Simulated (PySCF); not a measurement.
## Löwdin shares of the frontier orbitals

C6H8.
SMILES with atom numbers: `[CH2:1]=[C:2]([CH3:3])[C:4]1=[CH:5][CH2:6]1` (hydrogens: H7, H8 on C1; H9, H10, H11 on C3; H12 on C5; H13, H14 on C6)

Structure used (GFN2-xTB), in Å, numbered top down from 1:
```xyz
14
C6H8 angstrom
C     -1.2543    1.2718    0.3764
C     -0.7036    0.1073    0.0283
C     -1.5069   -1.1057   -0.3406
C      0.7146   -0.0446   -0.0119
C      1.7905   -0.7576   -0.2232
C      2.0244    0.6587    0.2058
H     -0.6479    2.1229    0.6351
H     -2.3218    1.4067    0.4118
H     -1.2595   -1.4234   -1.3524
H     -1.2705   -1.9290    0.3318
H     -2.5718   -0.8960   -0.2848
H      2.2723   -1.6635   -0.4953
H      2.3699    1.3885   -0.5196
H      2.3640    0.8633    1.2163
```

Method: PySCF, TDDFT PBE0/def2-SVPD, vertical, gas phase, core orbitals frozen in the response.

Frontier orbitals with the atoms that hold most of them (Löwdin shares over 4%, at most four atoms; ? is withheld):

| orbital | ε (eV) | atoms |
| --- | --- | --- |
| LUMO+2 | 1.43 | C6 20%, H13 12%, H14 12%, C3 11% |
| LUMO+1 | 0.86 | C3 21%, C1 14%, C5 10%, H9 7% |
| LUMO | ? | ? |
| HOMO | -6.53 | C5 25%, C1 19%, C4 18%, C2 12% |
| HOMO-1 | -8.29 | ? |
| HOMO-2 | -8.45 | C2 25%, C1 18%, C4 16%, C3 10% |
| HOMO-3 | -9.59 | C5 32%, C4 25%, C6 18%, C2 6% |

(1) Give the leading atoms of the LUMO.

(2) Give the leading atoms of the HOMO-1.

(3) What is the LUMO energy, and the HOMO–LUMO gap?

Answers

(1) C1 (bonded to C and 2 H) 26%; C5 (bonded to 2 C and H) 23%; C2 (bonded to 3 C) 17%; C4 (bonded to 3 C) 16%.

(2) C6 (bonded to 2 C and 2 H) 38%; C4 (bonded to 3 C) 20%; C5 (bonded to 2 C and H) 17%; C2 (bonded to 3 C) 7%.

(3) ε(LUMO) = -0.99 eV; the gap is 5.54 eV (0.2034 hartree).

Question: How does S1 compare with the orbital gap of 5.54 eV?

Answer: S1 is at 5.16 eV (f = 0.341), 0.38 eV below the gap, made of HOMO→LUMO (94%). 

Question: Give energy, strength and leading configuration of S1, S2, S3 and S4, and follow the Löwdin shares of the leading atoms from the occupied to the empty orbital.

Answer: 
- S1 (5.16 eV, f 0.341), HOMO→LUMO (94%): C5 25% → 23%, C1 19% → 26%
- S2 (5.67 eV, f 0.0007), HOMO-1→LUMO (99%): C6 38% → at most 16%, C4 20% → 16%, C1 at most 7% → 26%, C5 17% → 23%
- S3 (6.31 eV, f 0.0012), HOMO→LUMO+1 (96%): C5 25% → 10%, C1 19% → 14%, C3 at most 12% → 21%
- S4 (6.60 eV, f 0.102), HOMO-2→LUMO (85%): C2 25% → 17%, C1 18% → 26%, C5 at most 10% → 23%

Löwdin shares depend on the basis, the more so with diffuse functions.

One conformer stands for the species.
